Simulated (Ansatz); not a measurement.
# Grey tin (α-Sn)

Method: LDA (PAW; Ansatz, a quantum-chemistry and plane-wave program).

Settings: plane-wave cutoff 500 eV, 12×12×1 k mesh (along the axes of the cell as run), Fermi–Dirac smearing 0.1 eV, scalar-relativistic PAW data made under PBE.

Cell: relaxed at this level.

| Property | Result |
|---|---|
| surface energy of the (100) face | 1.11 J/m² |
| work function of the (100) face | 4.84 eV |

The slab of 8 atoms is relaxed and unreconstructed.

Spin–orbit coupling is not included.

Static lattice: no zero-point or thermal effects.
